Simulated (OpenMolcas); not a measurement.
# HBS (hydrogen boron sulfide) at 6 levels

We compute a comparison of 6 runs (HF/3-21G, HF/def2-TZVPPD, PBE0/def2-TZVPPD, SVWN5/def2-TZVPPD, TPSS/def2-TZVPPD, revPBE/def2-TZVPPD) of HBS (hydrogen boron sulfide). 

The results are computed with OpenMolcas 26.06.

1 further run of the same task is left out (set aside as unsound or not needed).

### Step 1. Starting point

HBS has 3 atoms, charge 0, and is taken as a singlet. As SMILES, `B=S`. One bond was lengthened or shortened from a relaxed shape.

Bond lengths: B1–S2 1.598 Å, B1–H3 1.351 Å. Angles: S2–B1–H3 180.0°.

### Step 2. The energy at HF/3-21G (run 1)

Contents of mol.xyz:

```xyz
3

B      0.009618     0.003218    -0.033820
S      0.447448     0.165418    -1.561860
H     -0.360510    -0.133080     1.258530
```

Contents of job.inp:

```
* BHS Hartree-Fock
&GATEWAY
BasLib = $CurrDir
Coord = mol.xyz
Basis = 3-21G
Group = NoSym
&SEWARD
&SCF
Thresholds = 1e-10 1e-07 1e-07 1e-05
PrOrbitals = 1 2
```

The basis set 3-21G is read from a file made from the Basis Set Exchange's data (not shown).

Run with:

```sh
$ export MOLCAS_MEM=1860
$ pymolcas job.inp > job.log
```

Standard output:

```text
--- Start Module: gateway ---
[...]
--- Stop Module: gateway /rc=_RC_ALL_IS_WELL_ ---
--- Start Module: seward ---
[...]
      Basis functions           24
--- Stop Module: seward /rc=_RC_ALL_IS_WELL_ ---
[...]
--- Start Module: scf ---
[...]
       Convergence after  11 Iterations
[...]
::    Total SCF energy                               -420.6821534418
[...]
      Total spin, S                                     0.0000000000
[...]
      Total electronic charge=   22.000000
      Total            charge=   -0.000000
[...]
      Dipole Moment (debye):
      Origin of the operator (angstrom)=    0.3194    0.1180   -1.1148
                   X= -6.4494E-01               Y= -2.3883E-01               Z=  2.2509E+00           Total=  2.3536E+00
      Quadrupole Moment (debye*angstrom):
[...]
--- Stop Module: scf /rc=_RC_ALL_IS_WELL_ ---
[...]
```

Run time: 2.6 s. Hardware: 1 thread of AMD EPYC 7R43 (Zen 3), shared host; peak memory 0.37 GiB.

### Step 3. The energy at HF/def2-TZVPPD (run 2)

Contents of run.inp:

```
>>> EXPORT MOLCAS_PRINT=2

&GATEWAY
 BASLIB = $CurrDir
 COORD
 3
 angstrom
 B        0.009618       0.003218      -0.033820
 S        0.447448       0.165418      -1.561860
 H       -0.360510      -0.133080       1.258530
 BASIS = def2-TZVPPD
 GROUP = NoSym

&SEWARD

&SCF
 THRESHOLDS = 1e-10 1e-07 1e-07 1e-05
 PRORBITALS = 0
```

The basis set def2-TZVPPD is read from a file made from the Basis Set Exchange's data (not shown).

Run with:

```sh
$ export MOLCAS_MEM=1860
$ pymolcas run.inp > run.log
```

Standard output:

```text
--- Start Module: gateway ---
[...]
--- Stop Module: gateway /rc=_RC_ALL_IS_WELL_ ---
--- Start Module: seward ---
[...]
      Basis functions          105
--- Stop Module: seward /rc=_RC_ALL_IS_WELL_ ---
[...]
--- Start Module: scf ---
[...]
       Convergence after  15 Iterations
[...]
::    Total SCF energy                               -422.8167954220
[...]
      Total spin, S                                     0.0000000000
[...]
      Total electronic charge=   22.000000
      Total            charge=   -0.000000
[...]
      Dipole Moment (debye):
      Origin of the operator (angstrom)=    0.3194    0.1180   -1.1148
                   X= -5.2342E-01               Y= -1.9386E-01               Z=  1.8268E+00           Total=  1.9102E+00
      Quadrupole Moment (debye*angstrom):
[...]
--- Stop Module: scf /rc=_RC_ALL_IS_WELL_ ---
[...]
```

It took 19 s on 1 thread of AMD EPYC 7R43 (Zen 3), shared host; peak memory 0.6 GiB.

### Step 4. The energy at PBE0/def2-TZVPPD (run 3)

Contents of test.inp:

```
&GATEWAY
 BASLIB
 $CurrDir
 COORD
 3
 bohr
 B      0.01817539     0.00608114    -0.06391054
 S      0.84555418     0.31259472    -2.95148765
 H     -0.68126517    -0.25148475     2.37827702
 BASIS
 def2-TZVPPD
 GROUP
 NoSym

&SEWARD
 GRIDINPUT
 Grid=UltraFine
 End of Grid

&SCF
 KSDFT
 PBE0
 THRESHOLDS
 1e-10 1e-07 1e-07 1e-05
 PRORBITALS
 1 1
```

The basis set def2-TZVPPD is read from a file made from the Basis Set Exchange's data (not shown).

Run with:

```sh
$ export MOLCAS_MEM=1860
$ pymolcas test.inp > test.log
```

Standard output:

```text
--- Start Module: gateway ---
[...]
--- Stop Module: gateway /rc=_RC_ALL_IS_WELL_ ---
--- Start Module: seward ---
[...]
      Basis functions          105
--- Stop Module: seward /rc=_RC_ALL_IS_WELL_ ---
[...]
--- Start Module: scf ---
[...]
       Convergence after  13 Iterations
[...]
::    Total KS-DFT energy                            -423.4797287036
[...]
      Total spin, S                                     0.0000000000
[...]
      Total electronic charge=   22.000000
      Total            charge=   -0.000000
[...]
      Dipole Moment (debye):
      Origin of the operator (angstrom)=    0.3194    0.1180   -1.1148
                   X= -3.7400E-01               Y= -1.3845E-01               Z=  1.3053E+00           Total=  1.3649E+00
      Quadrupole Moment (debye*angstrom):
[...]
--- Stop Module: scf /rc=_RC_ALL_IS_WELL_ ---
[...]
```

Wall time 29 s (1 thread of AMD EPYC 7R43 (Zen 3), shared host); peak memory 0.6 GiB.

Runs 4 to 5 aren't shown in full; the table further down has their settings and results.

### Step 5. A single-point energy at revPBE/def2-TZVPPD (run 6)

Contents of calc.inp:

```
* BHS Kohn-Sham DFT

&GATEWAY
 BasLib=$CurrDir
 BasisSet
 B.def2-TZVPPD....
 B1 0.009618 0.003218 -0.033820 angstrom
 End of Basis
 BasisSet
 S.def2-TZVPPD....
 S2 0.447448 0.165418 -1.561860 angstrom
 End of Basis
 BasisSet
 H.def2-TZVPPD....
 H3 -0.360510 -0.133080 1.258530 angstrom
 End of Basis

&SEWARD
 GridInput
 Grid=UltraFine
 End of Grid

&SCF
 KSDFT=revPBE
 Thresholds=1e-10 1e-07 1e-07 1e-05
 PrOrbitals=1 1
```

The basis set def2-TZVPPD is read from a file made from the Basis Set Exchange's data (not shown).

Run with:

```sh
$ export MOLCAS_MEM=1860
$ pymolcas calc.inp > calc.log
```

Standard output:

```text
--- Start Module: gateway ---
[...]
--- Stop Module: gateway /rc=_RC_ALL_IS_WELL_ ---
--- Start Module: seward ---
[...]
      Basis functions          105
--- Stop Module: seward /rc=_RC_ALL_IS_WELL_ ---
[...]
--- Start Module: scf ---
[...]
       Convergence after  14 Iterations
[...]
::    Total KS-DFT energy                            -423.5830701170
[...]
      Total spin, S                                     0.0000000000
[...]
      Total electronic charge=   22.000000
      Total            charge=   -0.000000
[...]
      Dipole Moment (debye):
      Origin of the operator (angstrom)=    0.3194    0.1180   -1.1148
                   X= -3.1978E-01               Y= -1.1836E-01               Z=  1.1161E+00           Total=  1.1671E+00
      Quadrupole Moment (debye*angstrom):
[...]
--- Stop Module: scf /rc=_RC_ALL_IS_WELL_ ---
[...]
```

Wall time 30 s (1 thread of AMD EPYC 7R43 (Zen 3), shared host); peak memory 0.59 GiB.

### Step 6. All runs side by side

```csv
run,level,integration grid,energy (Eh),dipole moment (D),HOMO energy (eV),LUMO energy (eV),wall time
1,HF/3-21G,–,-420.682153,2.35,-11.25,2.35,2.6 s
2,HF/def2-TZVPPD,–,-422.816795,1.91,-11.02,1.17,19 s
3,PBE0/def2-TZVPPD,UltraFine,-423.479729,1.36,-8.58,-1.26,29 s
4,SVWN5/def2-TZVPPD,UltraFine,-422.001925,1.16,-7.60,-2.36,25 s
5,TPSS/def2-TZVPPD,UltraFine,-423.691526,1.25,-7.51,-2.00,32 s
6,revPBE/def2-TZVPPD,UltraFine,-423.583070,1.17,-7.42,-2.12,30 s
```

### Step 7. Results

| quantity | value |
| --- | --- |
| run 6: total energy | -423.58307 Eh |
| run 6: dipole moment | 1.17 D |
| run 6: HOMO energy | -7.42 eV |
| run 6: LUMO energy | -2.12 eV |
| run 6: HOMO–LUMO gap | 5.30 eV |

What this shows: The dipole moment (its size) runs from 1.16 D (SVWN5/def2-TZVPPD) to 2.35 D (HF/3-21G). The two ends differ in method and basis. The HOMO–LUMO gap runs from 5.24 eV (SVWN5/def2-TZVPPD) to 13.60 eV (HF/3-21G). Totals of different functionals can't be ranked against each other. All runs together took 2.3 min, the longest 32 s.
